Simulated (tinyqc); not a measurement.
RHF in the sto-3g basis, for H2F+, spin multiplicity 1, step by step (part 1 of 2). Computed by tinyqc, a small Python program that keeps every step (integrals from PySCF). Settings: charge = 1, multiplicity = 1, basis = sto-3g, energy threshold = 1e-09, iteration cap = 73, orthogonalisation = canonical, start = random, DIIS depth = 4, method = RHF. Command: `OMP_NUM_THREADS=1 python tinyqc.py 26049 26050 out.jsonl` (the two numbers bound the seeds that draw the settings). One thread of a shared host (Intel(R) Xeon(R) Processor @ 2.60GHz), about 0.1 s of CPU time with the checks. Later iterations appear only in the table of the cycle.

## One-electron integrals

Geometry (angstrom):
```
atom         x          y         z
F     0.000000   0.000000  0.000000
H     0.000000   1.032000  0.553000
H     0.000000  -1.032000  0.553000
```

Basis sto-3g: exponents (1/bohr^2) and contraction coefficients of normalised primitives:
```
element  l (shell)    exponent  coefficient
F            s (1)  166.679130     0.154329
F            s (1)   30.360812     0.535328
F            s (1)    8.216821     0.444635
F            s (2)    6.464803    -0.099967
F            s (2)    1.502281     0.399513
F            s (2)    0.488588     0.700115
F            p (3)    6.464803     0.155916
F            p (3)    1.502281     0.607684
F            p (3)    0.488588     0.391957
H            s (1)    3.425251     0.154329
H            s (1)    0.623914     0.535328
H            s (1)    0.168855     0.444635
```

Overlap, kinetic and nuclear-attraction integrals over the contracted functions; the nuclear repulsion is the sum of Za Zb / Rab.

nuclear repulsion = 8.39183023 hartree

overlap S:
```
           1F 1s     1F 2s    1F 2px     1F 2py    1F 2pz     2H 1s      3H 1s
1F 1s   1.000000  0.237990  0.000000   0.000000  0.000000  0.026968   0.026968
1F 2s   0.237990  1.000000  0.000000   0.000000  0.000000  0.298058   0.298058
1F 2px  0.000000  0.000000  1.000000   0.000000  0.000000  0.000000   0.000000
1F 2py  0.000000  0.000000  0.000000   1.000000  0.000000  0.226287  -0.226287
1F 2pz  0.000000  0.000000  0.000000   0.000000  1.000000  0.121257   0.121257
2H 1s   0.026968  0.298058  0.000000   0.226287  0.121257  1.000000   0.107231
3H 1s   0.026968  0.298058  0.000000  -0.226287  0.121257  0.107231   1.000000
```

kinetic energy T (hartree):
```
            1F 1s      1F 2s    1F 2px     1F 2py    1F 2pz      2H 1s      3H 1s
1F 1s   36.984577  -0.212858  0.000000   0.000000  0.000000  -0.007715  -0.007715
1F 2s   -0.212858   1.037995  0.000000   0.000000  0.000000   0.030789   0.030789
1F 2px   0.000000   0.000000  3.248015   0.000000  0.000000   0.000000   0.000000
1F 2py   0.000000   0.000000  0.000000   3.248015  0.000000   0.101886  -0.101886
1F 2pz   0.000000   0.000000  0.000000   0.000000  3.248015   0.054596   0.054596
2H 1s   -0.007715   0.030789  0.000000   0.101886  0.054596   0.760032  -0.010751
3H 1s   -0.007715   0.030789  0.000000  -0.101886  0.054596  -0.010751   0.760032
```

nuclear attraction V (hartree):
```
             1F 1s       1F 2s      1F 2px      1F 2py      1F 2pz      2H 1s      3H 1s
1F 1s   -77.913518   -9.391937    0.000000    0.000000   -0.008725  -1.089819  -1.089819
1F 2s    -9.391937  -12.444253    0.000000    0.000000   -0.108301  -2.692965  -2.692965
1F 2px    0.000000    0.000000  -12.310087    0.000000    0.000000   0.000000   0.000000
1F 2py    0.000000    0.000000    0.000000  -12.406585    0.000000  -1.751600   1.751600
1F 2pz   -0.008725   -0.108301    0.000000    0.000000  -12.337795  -0.960654  -0.960654
2H 1s    -1.089819   -2.692965    0.000000   -1.751600   -0.960654  -5.486947  -0.695932
3H 1s    -1.089819   -2.692965    0.000000    1.751600   -0.960654  -0.695932  -5.486947
```

core Hamiltonian H = T + V (hartree):
```
             1F 1s       1F 2s     1F 2px     1F 2py     1F 2pz      2H 1s      3H 1s
1F 1s   -40.928941   -9.604794   0.000000   0.000000  -0.008725  -1.097534  -1.097534
1F 2s    -9.604794  -11.406257   0.000000   0.000000  -0.108301  -2.662176  -2.662176
1F 2px    0.000000    0.000000  -9.062072   0.000000   0.000000   0.000000   0.000000
1F 2py    0.000000    0.000000   0.000000  -9.158570   0.000000  -1.649715   1.649715
1F 2pz   -0.008725   -0.108301   0.000000   0.000000  -9.089780  -0.906058  -0.906058
2H 1s    -1.097534   -2.662176   0.000000  -1.649715  -0.906058  -4.726915  -0.706683
3H 1s    -1.097534   -2.662176   0.000000   1.649715  -0.906058  -0.706683  -4.726915
```

## Two-electron integrals

Functions are numbered as in S; the eight-fold symmetry (ij|kl) = (ji|kl) = (kl|ij) leaves the list below.

Two-electron integrals (ij|kl) in chemists' order, unique and non-zero (hartree):
```
(11|11) 5.403501    (21|11) 0.841920    (21|21) 0.156299    (22|11) 1.268028
(22|21) 0.292344    (22|22) 0.926167    (31|31) 0.027998    (32|31) 0.043169
(32|32) 0.204588    (33|11) 1.264502    (33|21) 0.292403    (33|22) 0.925959
(33|33) 0.997514    (41|41) 0.027998    (42|41) 0.043169    (42|42) 0.204588
(43|43) 0.053770    (44|11) 1.264502    (44|21) 0.292403    (44|22) 0.925959
(44|33) 0.889973    (44|44) 0.997514    (51|51) 0.027998    (52|51) 0.043169
(52|52) 0.204588    (53|53) 0.053770    (54|54) 0.053770    (55|11) 1.264502
(55|21) 0.292403    (55|22) 0.925959    (55|33) 0.889973    (55|44) 0.889973
(55|55) 0.997514    (61|11) 0.096562    (61|21) 0.017788    (61|22) 0.033102
(61|33) 0.033051    (61|41) 0.000631    (61|42) 0.001192    (61|44) 0.033174
(61|51) 0.000338    (61|52) 0.000638    (61|54) 0.000066    (61|55) 0.033087
(61|61) 0.002044    (62|11) 0.261984    (62|21) 0.061287    (62|22) 0.218732
(62|33) 0.215443    (62|41) 0.003672    (62|42) 0.029526    (62|44) 0.222939
(62|51) 0.001968    (62|52) 0.015821    (62|54) 0.004016    (62|55) 0.217596
(62|61) 0.007085    (62|62) 0.065364    (63|31) 0.006202    (63|32) 0.037564
(63|43) 0.006101    (63|53) 0.003269    (63|63) 0.009382    (64|11) 0.163565
(64|21) 0.038733    (64|22) 0.148004    (64|33) 0.141823    (64|41) 0.008223
(64|42) 0.056351    (64|44) 0.158819    (64|51) 0.001083    (64|52) 0.010068
(64|54) 0.005838    (64|55) 0.143200    (64|61) 0.004650    (64|62) 0.054355
(64|64) 0.054288    (65|11) 0.087647    (65|21) 0.020755    (65|22) 0.079309
(65|33) 0.075996    (65|41) 0.001083    (65|42) 0.010068    (65|44) 0.078566
(65|51) 0.006783    (65|52) 0.042958    (65|54) 0.007477    (65|55) 0.083272
(65|61) 0.002492    (65|62) 0.029126    (65|64) 0.024063    (65|65) 0.022276
(66|11) 0.444684    (66|21) 0.105704    (66|22) 0.436144    (66|33) 0.422288
(66|41) 0.007355    (66|42) 0.084515    (66|44) 0.454254    (66|51) 0.003941
(66|52) 0.045288    (66|54) 0.017129    (66|55) 0.431467    (66|61) 0.012274
(66|62) 0.173100    (66|64) 0.167795    (66|65) 0.089913    (66|66) 0.774606
(71|11) 0.096562    (71|21) 0.017788    (71|22) 0.033102    (71|33) 0.033051
(71|41) -0.000631   (71|42) -0.001192   (71|44) 0.033174    (71|51) 0.000338
(71|52) 0.000638    (71|54) -0.000066   (71|55) 0.033087    (71|61) 0.002014
(71|62) 0.006865    (71|64) 0.004172    (71|65) 0.002417    (71|66) 0.011819
(71|71) 0.002044    (72|11) 0.261984    (72|21) 0.061287    (72|22) 0.218732
(72|33) 0.215443    (72|41) -0.003672   (72|42) -0.029526   (72|44) 0.222939
(72|51) 0.001968    (72|52) 0.015821    (72|54) -0.004016   (72|55) 0.217596
(72|61) 0.006865    (72|62) 0.051204    (72|64) 0.029707    (72|65) 0.022035
(72|66) 0.107494    (72|71) 0.007085    (72|72) 0.065364    (73|31) 0.006202
(73|32) 0.037564    (73|43) -0.006101   (73|53) 0.003269    (73|63) 0.007030
(73|73) 0.009382    (74|11) -0.163565   (74|21) -0.038733   (74|22) -0.148004
(74|33) -0.141823   (74|41) 0.008223    (74|42) 0.056351    (74|44) -0.158819
(74|51) -0.001083   (74|52) -0.010068   (74|54) 0.005838    (74|55) -0.143200
(74|61) -0.004172   (74|62) -0.029707   (74|64) -0.010602   (74|65) -0.012575
(74|66) -0.058679   (74|71) -0.004650   (74|72) -0.054355   (74|74) 0.054288
(75|11) 0.087647    (75|21) 0.020755    (75|22) 0.079309    (75|33) 0.075996
(75|41) -0.001083   (75|42) -0.010068   (75|44) 0.078566    (75|51) 0.006783
(75|52) 0.042958    (75|54) -0.007477   (75|55) 0.083272    (75|61) 0.002417
(75|62) 0.022035    (75|64) 0.012575    (75|65) 0.016404    (75|66) 0.050642
(75|71) 0.002492    (75|72) 0.029126    (75|74) -0.024063   (75|75) 0.022276
(76|11) 0.064341    (76|21) 0.015196    (76|22) 0.059179    (76|33) 0.058185
(76|44) 0.059483    (76|51) 0.000785    (76|52) 0.007683    (76|55) 0.059806
(76|61) 0.001734    (76|62) 0.017382    (76|64) 0.012781    (76|65) 0.008896
(76|66) 0.049404    (76|71) 0.001734    (76|72) 0.017382    (76|74) -0.012781
(76|75) 0.008896    (76|76) 0.005869    (77|11) 0.444684    (77|21) 0.105704
(77|22) 0.436144    (77|33) 0.422288    (77|41) -0.007355   (77|42) -0.084515
(77|44) 0.454254    (77|51) 0.003941    (77|52) 0.045288    (77|54) -0.017129
(77|55) 0.431467    (77|61) 0.011819    (77|62) 0.107494    (77|64) 0.058679
(77|65) 0.050642    (77|66) 0.255703    (77|71) 0.012274    (77|72) 0.173100
(77|74) -0.167795   (77|75) 0.089913    (77|76) 0.049404    (77|77) 0.774606
```

## Orthogonalisation

S = U s U^T; canonical form X = U s^(-1/2), so that X^T S X = 1. Each column of U has its largest component positive (the first on a tie).

eigenvalues of S: 0.547215  0.621906  0.914952  1.000000  1.076006  1.270863  1.569058

X:
```
                1          2          3         4          5          6         7
1F 1s   -0.439963   0.000000   0.676494  0.000000  -0.593593   0.000000  0.247637
1F 2s    0.963009   0.000000  -0.186577  0.000000  -0.236447   0.000000  0.505230
1F 2px   0.000000   0.000000   0.000000  1.000000   0.000000   0.000000  0.000000
1F 2py   0.000000   0.819228   0.000000  0.000000   0.000000   0.677084  0.000000
1F 2pz   0.297696   0.000000   0.694227  0.000000   0.659956   0.000000  0.163406
2H 1s   -0.555815  -0.684407  -0.243461  0.000000   0.206835   0.405231  0.383433
3H 1s   -0.555815   0.684407  -0.243461  0.000000   0.206835  -0.405231  0.383433
```

## Starting guess

The start is random orthonormal orbitals; D = 2 C_occ C_occ^T.

D at the start:
```
            1F 1s      1F 2s     1F 2px     1F 2py     1F 2pz      2H 1s      3H 1s
1F 1s    2.083918  -0.510235   0.225908   0.103457  -0.167161  -0.004231   0.137303
1F 2s   -0.510235   2.200149  -0.065267  -0.672448   0.472632  -0.721159  -0.625068
1F 2px   0.225908  -0.065267   0.703025  -0.064903   0.597258   0.672918  -0.252439
1F 2py   0.103457  -0.672448  -0.064903   0.951458   0.566410  -0.665641   0.711377
1F 2pz  -0.167161   0.472632   0.597258   0.566410   1.569925  -0.528417  -0.216666
2H 1s   -0.004231  -0.721159   0.672918  -0.665641  -0.528417   2.019821  -0.003563
3H 1s    0.137303  -0.625068  -0.252439   0.711377  -0.216666  -0.003563   2.314557
```

## Iteration 1: building the Fock matrix

J_ij = sum D_kl (ij|kl), K_ij = sum D_kl (ik|jl); F = H + J - 0.5 K; E = tr D H + tr D J / 2 - 0.25 tr D K + E_nn.

Coulomb J (hartree):
```
            1F 1s      1F 2s    1F 2px     1F 2py    1F 2pz     2H 1s      3H 1s
1F 1s   17.934635   3.341191  0.012231  -0.055239  0.030224  0.379806   0.382788
1F 2s    3.341191   8.151595  0.024388  -0.298260  0.241025  1.936627   2.029713
1F 2px   0.012231   0.024388  8.074048   0.004311  0.066979  0.010089   0.007320
1F 2py  -0.055239  -0.298260  0.004311   8.168524  0.050945  1.286248  -1.461390
1F 2pz   0.030224   0.241025  0.066979   0.050945  8.186628  0.777634   0.802892
2H 1s    0.379806   1.936627  0.010089   1.286248  0.777634  4.484914   0.566470
3H 1s    0.382788   2.029713  0.007320  -1.461390  0.802892  0.566470   4.850570
```

exchange K (hartree):
```
            1F 1s      1F 2s     1F 2px     1F 2py     1F 2pz     2H 1s      3H 1s
1F 1s   10.819864   1.742325   0.286590  -0.118847  -0.095051  0.133616   0.220147
1F 2s    1.742325   2.330207   0.108405  -0.756214   0.265755  0.399397   0.709630
1F 2px   0.286590   0.108405   1.220722   0.075631   0.596988  0.304112  -0.015789
1F 2py  -0.118847  -0.756214   0.075631   1.175473   0.482099  0.006200  -0.340613
1F 2pz  -0.095051   0.265755   0.596988   0.482099   1.957293  0.220652   0.212533
2H 1s    0.133616   0.399397   0.304112   0.006200   0.220652  1.218578   0.216217
3H 1s    0.220147   0.709630  -0.015789  -0.340613   0.212533  0.216217   1.601820
```

Fock matrix F (hartree):
```
             1F 1s      1F 2s     1F 2px     1F 2py     1F 2pz      2H 1s      3H 1s
1F 1s   -28.404239  -7.134766  -0.131064   0.004184   0.069024  -0.784537  -0.824820
1F 2s    -7.134766  -4.419766  -0.029815   0.079847  -0.000153  -0.925248  -0.987278
1F 2px   -0.131064  -0.029815  -1.598385  -0.033505  -0.231515  -0.141967   0.015215
1F 2py    0.004184   0.079847  -0.033505  -1.577783  -0.190104  -0.366567   0.358631
1F 2pz    0.069024  -0.000153  -0.231515  -0.190104  -1.881799  -0.238750  -0.209432
2H 1s    -0.784537  -0.925248  -0.141967  -0.366567  -0.238750  -0.851289  -0.248322
3H 1s    -0.824820  -0.987278   0.015215   0.358631  -0.209432  -0.248322  -0.677254
```

total energy of this density = -94.32623098 hartree

## Iteration 1: diagonalisation and new density

Diagonalise F' = X^T F X, C = X C', fill 5 alpha and 5 beta electrons from the bottom; D = 2 C_occ C_occ^T. Each column has its largest component positive (the first on a tie).

F' = X^T F X (hartree):
```
           1          2           3          4           5          6          7
1  -2.953112  -0.070249    4.232381   0.030481   -4.124582   0.068171   1.482291
2  -0.070249  -0.729045   -0.142220   0.080128   -0.057345  -0.493675   0.026629
3   4.232381  -0.142220  -11.806060  -0.212966   10.317983  -0.080946  -6.505508
4   0.030481   0.080128   -0.212966  -1.598385   -0.094158  -0.086380  -0.133951
5  -4.124582  -0.057345   10.317983  -0.094158  -12.758551  -0.138584   7.030603
6   0.068171  -0.493675   -0.080946  -0.086380   -0.138584  -1.290726  -0.007318
7   1.482291   0.026629   -6.505508  -0.133951    7.030603  -0.007318  -6.100576
```

orbital energies (hartree): MO1 -28.411288, MO2 -2.794292, MO3 -2.078647, MO4 -1.556456, MO5 -1.434970, MO6 -0.601907, MO7 -0.358893

coefficients C:
```
              MO1        MO2        MO3        MO4        MO5        MO6        MO7
1F 1s    0.995910  -0.262308  -0.004777  -0.009845  -0.013087   0.053298   0.033381
1F 2s    0.017245   1.045543   0.017932   0.060138   0.027705  -0.350901  -0.228182
1F 2px   0.004853  -0.006124   0.429395  -0.693439   0.564427  -0.110745   0.062126
1F 2py   0.000178  -0.063130   0.339385   0.737626   0.573607  -0.201324   0.311064
1F 2pz  -0.001871   0.012950   0.833683   0.072023  -0.552249  -0.105562  -0.127708
2H 1s   -0.003658  -0.037857   0.013548  -0.087353   0.117356   1.044710  -0.276003
3H 1s   -0.001923  -0.024590  -0.000624   0.027249  -0.041322   0.216755   1.067984
```

D after iteration 1:
```
            1F 1s      1F 2s     1F 2px     1F 2py     1F 2pz      2H 1s      3H 1s
1F 1s    2.121867  -0.516239   0.007657   0.000693  -0.005450   0.011093   0.009622
1F 2s   -0.516239   2.196326  -0.049369   0.000669   0.034976  -0.082806  -0.050520
1F 2px   0.007657  -0.049369   1.967752  -0.083242  -0.007513   0.265688  -0.084690
1F 2py   0.000693   0.000669  -0.083242   1.984569   0.036947   0.019739  -0.004526
1F 2pz  -0.005450   0.034976  -0.007513   0.036947   2.010730  -0.120580   0.047895
2H 1s    0.011093  -0.082806   0.265688   0.019739  -0.120580   0.046066  -0.012600
3H 1s    0.009622  -0.050520  -0.084690  -0.004526   0.047895  -0.012600   0.006117
```

## Iteration 2: building the Fock matrix

As before.

Coulomb J (hartree):
```
            1F 1s      1F 2s     1F 2px     1F 2py    1F 2pz      2H 1s      3H 1s
1F 1s   20.872463   3.999154  -0.001588   0.000040  0.001456   0.455344   0.455336
1F 2s    3.999154   9.904422  -0.005942   0.000129  0.006062   2.268339   2.267588
1F 2px  -0.001588  -0.005942   9.893807  -0.004677  0.000375  -0.000884  -0.000501
1F 2py   0.000040   0.000129  -0.004677   9.895709  0.002056   1.509132  -1.507869
1F 2pz   0.001456   0.006062   0.000375   0.002056  9.897304   0.809672   0.809055
2H 1s    0.455344   2.268339  -0.000884   1.509132  0.809672   4.384165   0.601328
3H 1s    0.455336   2.267588  -0.000501  -1.507869  0.809055   0.601328   4.374806
```

exchange K (hartree):
```
            1F 1s      1F 2s     1F 2px     1F 2py    1F 2pz     2H 1s      3H 1s
1F 1s   11.105773   1.943984   0.000435   0.000695  0.000863  0.232910   0.234713
1F 2s    1.943984   3.229406  -0.007451  -0.000633  0.007869  0.701573   0.711032
1F 2px   0.000435  -0.007451   2.632239  -0.026730  0.007257  0.084067  -0.019704
1F 2py   0.000695  -0.000633  -0.026730   2.653010  0.011081  0.412297  -0.404413
1F 2pz   0.000863   0.007869   0.007257   0.011081  2.660259  0.179631   0.229465
2H 1s    0.232910   0.701573   0.084067   0.412297  0.179631  0.305474   0.114413
3H 1s    0.234713   0.711032  -0.019704  -0.404413  0.229465  0.114413   0.302878
```

Fock matrix F (hartree):
```
             1F 1s      1F 2s     1F 2px     1F 2py     1F 2pz      2H 1s      3H 1s
1F 1s   -25.609365  -6.577633  -0.001806  -0.000307  -0.007700  -0.758645  -0.759555
1F 2s    -6.577633  -3.116538  -0.002216   0.000446  -0.106174  -0.744624  -0.750104
1F 2px   -0.001806  -0.002216  -0.484384   0.008688  -0.003253  -0.042918   0.009351
1F 2py   -0.000307   0.000446   0.008688  -0.589366  -0.003484  -0.346731   0.344052
1F 2pz   -0.007700  -0.106174  -0.003253  -0.003484  -0.522606  -0.186201  -0.211735
2H 1s    -0.758645  -0.744624  -0.042918  -0.346731  -0.186201  -0.495486  -0.162562
3H 1s    -0.759555  -0.750104   0.009351   0.344052  -0.211735  -0.162562  -0.503548
```

total energy of this density = -98.22438165 hartree

## Iteration 2: DIIS over 2 matrices

error matrix X^T (FDS - SDF) X:
```
           1          2          3          4          5          6          7
1   0.000000   0.015260  -0.059560  -0.011273   0.238766  -0.027700   0.437513
2  -0.015260   0.000000   0.047862  -0.035333  -0.034383   0.653445   0.058086
3   0.059560  -0.047862   0.000000  -0.006075   0.087303  -0.000432   0.151356
4   0.011273   0.035333   0.006075   0.000000   0.009050   0.063714   0.033767
5  -0.238766   0.034383  -0.087303  -0.009050   0.000000  -0.045709   0.004569
6   0.027700  -0.653445   0.000432  -0.063714   0.045709   0.000000  -0.020902
7  -0.437513  -0.058086  -0.151356  -0.033767  -0.004569   0.020902   0.000000
```

B (overlaps of the stored error matrices):
```
               1              2
1  1.1698344e+02  1.0608949e+00
2  1.0608949e+00  1.4531669e+00
```

Minimise |sum c_i e_i|^2 with sum c_i = 1: solve [B -1; -1 0][c; lambda] = [0; -1] with B_ij = tr e_i^T e_j, and take F = sum c_i F_i.

DIIS coefficients: 0.003373  0.996627

extrapolated F (hartree):
```
             1F 1s      1F 2s     1F 2px     1F 2py     1F 2pz      2H 1s      3H 1s
1F 1s   -25.618791  -6.579512  -0.002242  -0.000292  -0.007441  -0.758733  -0.759775
1F 2s    -6.579512  -3.120934  -0.002309   0.000713  -0.105816  -0.745233  -0.750904
1F 2px   -0.002242  -0.002309  -0.488141   0.008546  -0.004023  -0.043252   0.009371
1F 2py   -0.000292   0.000713   0.008546  -0.592700  -0.004113  -0.346798   0.344101
1F 2pz   -0.007441  -0.105816  -0.004023  -0.004113  -0.527190  -0.186378  -0.211728
2H 1s    -0.758733  -0.745233  -0.043252  -0.346798  -0.186378  -0.496686  -0.162851
3H 1s    -0.759775  -0.750904   0.009371   0.344101  -0.211728  -0.162851  -0.504134
```
